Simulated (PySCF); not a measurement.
C2H6S, SMILES CSC.

Coordinates come from a PBE0-D3(BJ)/def2-TZVP optimisation.

Two levels are set side by side: TDDFT-PBE/def2-SVPD (PySCF) and TDDFT-B3LYP/def2-SVPD (PySCF). Vertical, same geometry. The lowest singlet is HOMO→LUMO 100 % with PBE and HOMO→LUMO 97 % with the other functional; states are paired by order. Differences are taken from unrounded values.

| quantity | TDDFT-B3LYP |
|---|---|
| lowest singlet excitation (eV) | 5.30 |
| lowest triplet excitation (TDA) (eV) | 4.93 |
| first bright state (f over 0.05) (eV) | 6.58 |
| its oscillator strength | 0.05 |

**Question.** What does TDDFT-PBE give, and how far is it from TDDFT-B3LYP? (An estimate is asked for; the answer gives what the named calculation found.)

**Answer.** 
| quantity | TDDFT-PBE | TDDFT-PBE minus TDDFT-B3LYP |
|---|---|---|
| lowest singlet excitation (eV) | 5.06 | -0.24 |
| lowest triplet excitation (TDA) (eV) | 4.70 | -0.22 |
| first bright state (f over 0.05) (eV) | 7.43 | 0.85 |
| its oscillator strength | 0.05 | 0.00 |

Functionals without exact exchange tend to place singlet excitations lower, as here. Differences between two approximate levels are no errors against the true value.

Rough cost on one machine, each run with all the roots and properties that it gave: TDDFT-B3LYP against TDDFT-PBE about 2 times.
